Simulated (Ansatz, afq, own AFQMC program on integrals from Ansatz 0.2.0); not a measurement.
**AFQMC, coupled cluster and functionals along a coordinate of HBr + O, triplet**

```csv
atom,x (Å),y (Å),z (Å)
Br,0.0000,0.0000,-1.5079
H,0.0000,0.0000,-0.0873
O,0.0000,0.0000,1.5951
```

A hydrogen atom is moved from one rigid fragment to the other; the Br1–H2 distance tells how far. The two fragments are held close together, so this isn't a minimum-energy path and the start is a compressed complex. Energies in mEh count from this geometry (1.421 Å) at the same level; the start stands on UHF, each point on the determinant named.

Basis cc-pVTZ. Only valence electrons are correlated. Ansatz 0.2.0 and our own AFQMC program on the same integrals; the CISD trial comes from CCSD amplitudes, and released means the phaseless constraint is let go. Uncertainties: one standard error, sampling alone. No spin–orbit coupling.

Cautions, each for one point or more: inner d shell frozen; lower spins were not checked; no relativity below Rb; no spin-orbit coupling; the ph-AFQMC/CISD walk drifts between its halves; the search met a lower determinant of the same kind, perhaps of another symmetry; unrestricted determinant slightly spin contaminated; unrestricted determinant spin contaminated.

```csv
r(Br1–H2) / Å,det.,T1,weight,⟨S²⟩,CCSD,PBE,CCSD(T)
1.618,UHF,0.014,0.88,2.01,15.0,-2.8,14.0
1.717,UHF†,0.025,0.86,2.11,21.4,–,19.2
1.816,UHF†,0.028,0.86,2.15,19.1,-8.8,16.6
1.915,UHF†,0.020,0.87,2.09,7.8,-16.2,5.8
2.113,UHF,0.009,0.89,2.01,-19.1,-26.5,-19.3
```

**Question.** Estimate the curve of CCSDT(Q), counted from the same start.

**Answer.** 
```
r(Br1–H2) / Å  det.     T1  weight  ⟨S²⟩  CCSDT(Q)  ph-AFQMC/CISD  released AFQMC
        1.618   UHF  0.014    0.88  2.01      13.6     13.7 ± 0.3               –
        1.717  UHF†  0.025    0.86  2.11      18.4     19.5 ± 0.2               –
        1.816  UHF†  0.028    0.86  2.15      15.8     16.5 ± 0.2      16.4 ± 0.4
        1.915  UHF†  0.020    0.87  2.09       5.3      6.1 ± 0.3       6.0 ± 0.4
        2.113   UHF  0.009    0.89  2.01     -19.4    -19.3 ± 0.2     -19.2 ± 0.4
```

Weight is that of the determinant in the CISD state; at the start T1 is 0.008 and the weight 0.89, and ⟨S²⟩ is 2.01. A dagger marks points whose determinant fills other symmetries than the start's, so the wave-function levels may follow another state there, or a degenerate partner. A dash marks a missing value, a released energy that hasn't settled or a functional that sits on another state. Largest departures from CCSDT(Q), at the points where its series has closed: CCSD(T) 0.8 mEh at 1.816 (on UHF), ph-AFQMC/CISD 1.1 mEh at 1.717 (on UHF), released AFQMC 0.7 mEh at 1.915 (on UHF) (within the noise), CCSD 3.3 mEh at 1.816 (on UHF). The functionals aren't scored here. In total energy ph-AFQMC/CISD lies 15 ± 5 meV above CCSDT(Q) at the start, so its agreement along the curve rests in part on cancellation.

A walk keeps the symmetry of its determinant, which the program's search chose and which needn't be the lowest solution, so a lower state of the same spin and another symmetry isn't excluded. Released energies are given only where the last usable release times agree within the noise; a slower fall can still hide under it.
